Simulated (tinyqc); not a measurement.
CIS and TDHF on RHF in the sto-3g basis, for H2F+, spin multiplicity 1, step by step (part 2 of 2). Computed by tinyqc, a small Python program that keeps every step (integrals from PySCF). Command: `OMP_NUM_THREADS=1 python tinyqc.py 27529 27530 out.jsonl` (the two numbers bound the seeds that draw the settings). One thread of a shared host (Intel(R) Xeon(R) Processor @ 2.60GHz), about 0.1 s of CPU time with the checks.

Geometry (angstrom):
```
atom         x          y         z
F     0.000000   0.000000  0.000000
H     0.000000   0.799000  0.648000
H     0.000000  -0.799000  0.648000
```

## CIS singlet states

CIS matrix A, singlet (hartree):
```
           1>6        1>7       2>6        2>7        3>6        3>7        4>6        4>7
1>6  25.923999   0.000000  0.018641   0.000000   0.000000  -0.020187  -0.016348   0.000000
1>7   0.000000  25.975814  0.000000   0.038151  -0.001727   0.000000   0.000000  -0.019007
2>6   0.018641   0.000000  1.593838   0.000000   0.000000   0.047623   0.054124   0.000000
2>7   0.000000   0.038151  0.000000   1.643093  -0.034062   0.000000   0.000000  -0.032658
3>6   0.000000  -0.001727  0.000000  -0.034062   0.693223   0.000000   0.000000   0.036149
3>7  -0.020187   0.000000  0.047623   0.000000   0.000000   0.965357   0.138792   0.000000
4>6  -0.016348   0.000000  0.054124   0.000000   0.000000   0.138792   0.675064   0.000000
4>7   0.000000  -0.019007  0.000000  -0.032658   0.036149   0.000000   0.000000   0.698073
5>6   0.000000   0.000000  0.000000   0.000000   0.000000   0.000000   0.000000   0.000000
5>7   0.000000   0.000000  0.000000   0.000000   0.000000   0.000000   0.000000   0.000000

          5>6       5>7
1>6  0.000000  0.000000
1>7  0.000000  0.000000
2>6  0.000000  0.000000
2>7  0.000000  0.000000
3>6  0.000000  0.000000
3>7  0.000000  0.000000
4>6  0.000000  0.000000
4>7  0.000000  0.000000
5>6  0.505083  0.000000
5>7  0.000000  0.578848
```

dipole integrals <i|r|a> (bohr):
```
             x          y          z
1>6   0.000000   0.000000  -0.032558
1>7   0.000000  -0.041269   0.000000
2>6   0.000000   0.000000   0.068510
2>7   0.000000   0.086537   0.000000
3>6   0.000000   0.752381   0.000000
3>7   0.000000   0.000000   0.598073
4>6   0.000000   0.000000   0.486443
4>7   0.000000   0.608491   0.000000
5>6  -0.018735   0.000000   0.000000
5>7   0.000000   0.000000   0.000000
```

Diagonalise A (1 hartree = 27.211386 eV); each vector has its largest component positive (the first on a tie). The transition dipole is mu = sqrt2 sum c_ia <i|r|a>.

singlet excitation energies (eV): 13.744021  15.751268  16.824469  17.943334  19.849125  27.589603  43.593475  44.775457  705.429079  706.839936

lowest vectors:
```
      state 1   state 2    state 3    state 4   state 5    state 6
1>6  0.000000  0.000000   0.000332   0.000000  0.000000   0.001070
1>7  0.000000  0.000000   0.000000  -0.000466  0.000519   0.000000
2>6  0.000000  0.000000  -0.033659   0.000000  0.000000  -0.109811
2>7  0.000000  0.000000   0.000000   0.002712  0.051477   0.000000
3>6  0.000000  0.000000   0.000000   0.731522  0.680809   0.000000
3>7  0.000000  0.000000  -0.367097   0.000000  0.000000   0.925827
4>6  0.000000  0.000000   0.929574   0.000000  0.000000   0.361641
4>7  0.000000  0.000000   0.000000  -0.681812  0.730650   0.000000
5>6  1.000000  0.000000   0.000000   0.000000  0.000000   0.000000
5>7  0.000000  1.000000   0.000000   0.000000  0.000000   0.000000
```

oscillator strengths 2/3 w |mu|^2: 0.000236  0.000000  0.043730  0.016204  0.898683  0.704846

## TDHF (RPA) singlet states

Two-electron integrals over orbitals (pq|rs), unique and non-zero (hartree):
```
(11|11) 5.362632    (21|11) -0.502994   (21|21) 0.074980    (22|11) 1.203212
(22|21) -0.019149   (22|22) 0.860583    (31|31) 0.017809    (32|31) 0.026229
(32|32) 0.157643    (33|11) 0.994722    (33|21) -0.008295   (33|22) 0.761190
(33|33) 0.738502    (41|11) 0.141586    (41|21) -0.018053   (41|22) 0.014700
(41|33) 0.005314    (41|41) 0.027882    (42|11) -0.102110   (42|21) 0.008532
(42|22) 0.001216    (42|33) -0.008484   (42|41) 0.028247    (42|42) 0.156308
(43|31) -0.004279   (43|32) 0.004503    (43|43) 0.050044    (44|11) 1.136099
(44|21) -0.014278   (44|22) 0.802360    (44|33) 0.708524    (44|41) -0.010669
(44|42) -0.090948   (44|44) 0.868610    (51|51) 0.029594    (52|51) 0.039051
(52|52) 0.181160    (53|53) 0.038632    (54|51) -0.010292   (54|52) -0.037317
(54|54) 0.054349    (55|11) 1.264014    (55|21) -0.014152   (55|22) 0.879976
(55|33) 0.749965    (55|41) 0.004050    (55|42) -0.056121   (55|44) 0.823354
(55|55) 0.997514    (61|11) 0.203527    (61|21) -0.032339   (61|22) 0.002935
(61|33) 0.002006    (61|41) -0.005646   (61|42) -0.020313   (61|44) 0.014076
(61|55) 0.005620    (61|61) 0.021630    (62|11) -0.285181   (62|21) 0.006822
(62|22) -0.146965   (62|33) -0.093869   (62|41) -0.018544   (62|42) -0.043389
(62|44) -0.093255   (62|55) -0.148815   (62|61) 0.006484    (62|62) 0.080092
(63|31) -0.004391   (63|32) 0.018884    (63|43) 0.016696    (63|63) 0.061453
(64|11) -0.288957   (64|21) 0.003947    (64|22) -0.149734   (64|33) -0.093309
(64|41) -0.004100   (64|42) 0.022622    (64|44) -0.158966   (64|55) -0.158913
(64|61) 0.000051    (64|62) 0.060918    (64|64) 0.085433    (65|51) -0.013140
(65|52) -0.050820   (65|54) -0.008585   (65|65) 0.026566    (66|11) 0.718617
(66|21) -0.005673   (66|22) 0.585633    (66|33) 0.560152    (66|41) 0.016449
(66|42) 0.067713    (66|44) 0.546475    (66|55) 0.558426    (66|61) -0.006071
(66|62) -0.061598   (66|64) -0.031994   (66|66) 0.552785    (71|31) -0.016703
(71|32) -0.023575   (71|43) 0.004120    (71|63) 0.003755    (71|71) 0.015684
(72|31) -0.017165   (72|32) -0.063134   (72|43) 0.026028    (72|63) 0.027393
(72|71) 0.015509    (72|72) 0.054338    (73|11) -0.419138   (73|21) 0.008386
(73|22) -0.201423   (73|33) -0.163114   (73|41) 0.001295    (73|42) 0.064038
(73|44) -0.190805   (73|55) -0.227662   (73|61) -0.005475   (73|62) 0.068235
(73|64) 0.093954    (73|66) -0.020874   (73|73) 0.161264    (74|31) 0.008132
(74|32) 0.060254    (74|43) -0.005382   (74|63) 0.042632    (74|71) -0.007642
(74|72) -0.010113   (74|74) 0.053630    (75|53) -0.025146   (75|75) 0.018947
(76|31) 0.009237    (76|32) 0.088848    (76|43) 0.049115    (76|63) 0.074242
(76|71) -0.008580   (76|72) 0.010036    (76|74) 0.064441    (76|76) 0.152903
(77|11) 0.776341    (77|21) -0.007133   (77|22) 0.606301    (77|33) 0.609070
(77|41) 0.003722    (77|42) 0.012432    (77|44) 0.581289    (77|55) 0.590851
(77|61) 0.001822    (77|62) -0.043814   (77|64) -0.028239   (77|66) 0.543047
(77|73) -0.058266   (77|77) 0.575645
```

B(ia,jb) = 2 (ia|jb) - (ib|ja); the squared energies are the eigenvalues of (A - B)(A + B); 1 hartree = 27.211386 eV.

TDHF matrix B, singlet (hartree):
```
           1>6        1>7       2>6        2>7        3>6        3>7       4>6        4>7
1>6   0.021630   0.000000  0.006484   0.000000   0.000000  -0.014706  0.000051   0.000000
1>7   0.000000   0.015684  0.000000   0.015509   0.012985   0.000000  0.000000  -0.007642
2>6   0.006484   0.000000  0.080092   0.000000   0.000000   0.109078  0.060918   0.000000
2>7   0.000000   0.015509  0.000000   0.054338  -0.013449   0.000000  0.000000  -0.010113
3>6   0.000000   0.012985  0.000000  -0.013449   0.061453   0.000000  0.000000  -0.008689
3>7  -0.014706   0.000000  0.109078   0.000000   0.000000   0.161264  0.145275   0.000000
4>6   0.000051   0.000000  0.060918   0.000000   0.000000   0.145275  0.085433   0.000000
4>7   0.000000  -0.007642  0.000000  -0.010113  -0.008689   0.000000  0.000000   0.053630
5>6   0.000000   0.000000  0.000000   0.000000   0.000000   0.000000  0.000000   0.000000
5>7   0.000000   0.000000  0.000000   0.000000   0.000000   0.000000  0.000000   0.000000

          5>6       5>7
1>6  0.000000  0.000000
1>7  0.000000  0.000000
2>6  0.000000  0.000000
2>7  0.000000  0.000000
3>6  0.000000  0.000000
3>7  0.000000  0.000000
4>6  0.000000  0.000000
4>7  0.000000  0.000000
5>6  0.026566  0.000000
5>7  0.000000  0.018947
```

squared energies w^2 (hartree^2): 0.254404  0.334707  0.377325  0.430372  0.529713  0.955721  2.530567  2.704024  672.054904  674.745638

TDHF energies from the positive w^2 (eV): 13.724996  15.742828  16.715081  17.851418  19.804821  26.602117  43.287211  44.746179  705.428569  706.839335

## CIS matrix, triplets

orbital energies (hartree): MO1 -26.627460, MO2 -2.047390, MO3 -1.158572, MO4 -1.078775, MO5 -1.038479, MO6 -0.028102, MO7 0.093328

A(ia,jb) = (e_a - e_i) d_ij d_ab - (ij|ab).

CIS matrix A, triplet (hartree):
```
           1>6        1>7        2>6        2>7        3>6        3>7        4>6        4>7
1>6  25.880740   0.000000   0.005673   0.000000   0.000000  -0.009237  -0.016449   0.000000
1>7   0.000000  25.944446   0.000000   0.007133  -0.009237   0.000000   0.000000  -0.003722
2>6   0.005673   0.000000   1.433654   0.000000   0.000000  -0.088848  -0.067713   0.000000
2>7   0.000000   0.007133   0.000000   1.534417  -0.088848   0.000000   0.000000  -0.012432
3>6   0.000000  -0.009237   0.000000  -0.088848   0.570318   0.000000   0.000000  -0.049115
3>7  -0.009237   0.000000  -0.088848   0.000000   0.000000   0.642830  -0.049115   0.000000
4>6  -0.016449   0.000000  -0.067713   0.000000   0.000000  -0.049115   0.504197   0.000000
4>7   0.000000  -0.003722   0.000000  -0.012432  -0.049115   0.000000   0.000000   0.590813
5>6   0.000000   0.000000   0.000000   0.000000   0.000000   0.000000   0.000000   0.000000
5>7   0.000000   0.000000   0.000000   0.000000   0.000000   0.000000   0.000000   0.000000

          5>6       5>7
1>6  0.000000  0.000000
1>7  0.000000  0.000000
2>6  0.000000  0.000000
2>7  0.000000  0.000000
3>6  0.000000  0.000000
3>7  0.000000  0.000000
4>6  0.000000  0.000000
4>7  0.000000  0.000000
5>6  0.451951  0.000000
5>7  0.000000  0.540955
```

## CIS triplet states

Diagonalise A (1 hartree = 27.211386 eV); each vector has its largest component positive (the first on a tie).

triplet excitation energies (eV): 12.298206  13.049509  14.270531  14.720143  17.102636  17.783142  39.390853  41.976282  704.251235  705.984513

lowest vectors:
```
      state 1   state 2   state 3   state 4    state 5    state 6
1>6  0.000000  0.000707  0.000000  0.000000   0.000000   0.000102
1>7  0.000000  0.000000  0.000355  0.000000  -0.000088   0.000000
2>6  0.000000  0.097709  0.000000  0.000000   0.000000   0.076871
2>7  0.000000  0.000000  0.077303  0.000000  -0.047939   0.000000
3>6  0.000000  0.000000  0.794488  0.000000  -0.600487   0.000000
3>7  0.000000  0.335114  0.000000  0.000000   0.000000   0.936249
4>6  0.000000  0.937097  0.000000  0.000000   0.000000  -0.342825
4>7  0.000000  0.000000  0.602340  0.000000   0.798197   0.000000
5>6  1.000000  0.000000  0.000000  0.000000   0.000000   0.000000
5>7  0.000000  0.000000  0.000000  1.000000   0.000000   0.000000
```

## TDHF (RPA) triplet states

B(ia,jb) = - (ib|ja); the squared energies are the eigenvalues of (A - B)(A + B); 1 hartree = 27.211386 eV.

TDHF matrix B, triplet (hartree):
```
           1>6        1>7        2>6        2>7        3>6        3>7        4>6        4>7
1>6  -0.021630   0.000000  -0.006484   0.000000   0.000000  -0.003755  -0.000051   0.000000
1>7   0.000000  -0.015684   0.000000  -0.015509   0.005475   0.000000   0.000000   0.007642
2>6  -0.006484   0.000000  -0.080092   0.000000   0.000000  -0.027393  -0.060918   0.000000
2>7   0.000000  -0.015509   0.000000  -0.054338  -0.068235   0.000000   0.000000   0.010113
3>6   0.000000   0.005475   0.000000  -0.068235  -0.061453   0.000000   0.000000  -0.093954
3>7  -0.003755   0.000000  -0.027393   0.000000   0.000000  -0.161264  -0.042632   0.000000
4>6  -0.000051   0.000000  -0.060918   0.000000   0.000000  -0.042632  -0.085433   0.000000
4>7   0.000000   0.007642   0.000000   0.010113  -0.093954   0.000000   0.000000  -0.053630
5>6   0.000000   0.000000   0.000000   0.000000   0.000000   0.000000   0.000000   0.000000
5>7   0.000000   0.000000   0.000000   0.000000   0.000000   0.000000   0.000000   0.000000

           5>6        5>7
1>6   0.000000   0.000000
1>7   0.000000   0.000000
2>6   0.000000   0.000000
2>7   0.000000   0.000000
3>6   0.000000   0.000000
3>7   0.000000   0.000000
4>6   0.000000   0.000000
4>7   0.000000   0.000000
5>6  -0.026566   0.000000
5>7   0.000000  -0.018947
```

squared energies w^2 (hartree^2): 0.203554  0.205956  0.249589  0.292274  0.392205  0.408226  2.086107  2.371067  669.812934  673.113734

TDHF energies from the positive w^2 (eV): 12.276940  12.349172  13.594518  14.711111  17.041483  17.386056  39.302390  41.900827  704.250934  705.984055
